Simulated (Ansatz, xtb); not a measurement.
NO2: where a starting geometry ends

The starting geometry of this gas-phase doublet has its atoms placed at random.

```xyz
3

N    -0.2851   -1.2524    1.1259
O    -0.1121   -0.7246   -0.1741
O     0.5936    0.5986    0.7807
```

Task: Guess where an optimisation with r2SCAN-D4/def2-SVP ends from this start.

Result: It ends as a structure given below by its coordinates. Contacts that close: N1–O3 (2.08 → 1.36 Å), O2–O3 (1.78 → 1.49 Å).

The energy falls by 2.27 eV over 8 steps:

```tsv
step	E − E(last) (eV)
1	2.269
2	1.503
3	1.109
4	0.329
5	0.013
6	0.000
7	0.000
8	0.000
```

Final geometry (Å):

```tsv
atom	x (Å)	y (Å)	z (Å)
N	-0.1326	-0.9398	1.1312
O	-0.0997	-0.6948	-0.2064
O	0.4287	0.2563	0.8076
```

From the same start GFN2-xTB reaches the same bonding as this run.

From so rough a start the end depends on the optimiser's path, so another program may land elsewhere. No frequencies were run, so the end isn't proven a minimum. Open shells are spin-unrestricted. Run with Ansatz 0.2.0, 18 s on 2 threads of Intel(R) Xeon(R) Platinum 8259CL CPU @ 2.50GHz (Skylake/Cascade Lake), with other jobs on the host.
